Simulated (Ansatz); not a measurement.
Reaction (SMILES): [C-]#[S+] (C-S) + 3 [H][H] (H2) → C (CH4) + S (H2S)
B3LYP-D3(BJ)/def2-TZVP geometries, fixed; electronic energies without zero-point terms.
Largest species:
```
C
H 1 1.0892
H 1 1.0892 2 109.47
H 1 1.0892 2 109.47 3 120.00
H 1 1.0892 2 109.47 3 -120.00
```

Basis-set convergence of the energy of full hydrogenation at PBE with Ansatz (a first-principles code). Cartesian d functions, on some or all atoms, in 6-311+G**; all else is spherical. The program fits the integrals of some runs and decomposes those of others, by size. No added dispersion term, no relativity. Functions are those of the species that has most. Reference: the value in aug-pcseg-3, -108.80 kcal/mol, itself unsure by roughly 0.11 kcal/mol (its mean distance from aug-cc-pV(Q+d)Z, def2-QZVPPD, pcseg-3). Deviations are taken from unrounded values.

```tsv
basis	functions	energy of full hydrogenation (kcal/mol)	minus reference (kcal/mol)
3-21G	22	-115.50	-6.70
6-31G	22	-114.17	-5.37
pcseg-0	22	-115.19	-6.39
def2-SV(P)	32	-104.01	4.79
pcseg-1	34	-110.27	-1.47
cc-pV(D+d)Z	37	-109.92	-1.12
def2-SVPD	52	-117.09	-8.29
6-311+G**	53	-108.22	0.58
aug-cc-pV(D+d)Z	59	-111.60	-2.81
def2-TZVP	68	-107.31	1.48
cc-pV(T+d)Z	86	-109.10	-0.31
def2-TZVPP	87	-108.51	0.29
jun-cc-pV(T+d)Z	95	-108.97	-0.18
def2-TZVPPD	105	-109.05	-0.26
6-311++G(3df,3pd)	111	-109.30	-0.51
cc-pV(Q+d)Z	175	-109.03	-0.24
def2-QZVPP	177	-108.86	-0.07
pcseg-3	192	-108.93	-0.13
```

The smallest set listed that lies within 4 kcal/mol of the reference with all its larger relatives (same family, alike in diffuse functions; a set with none counts only in the reference's own line) is pcseg-1 (34 functions, -1.47 kcal/mol off). (Relatives not listed, tested too: 6-311++G(2d,2p) -0.78, pcseg-2 -0.29, aug-cc-pV(T+d)Z -0.26, def2-QZVP -0.07, def2-QZVPPD 0.05, aug-cc-pV(Q+d)Z -0.14 kcal/mol.)
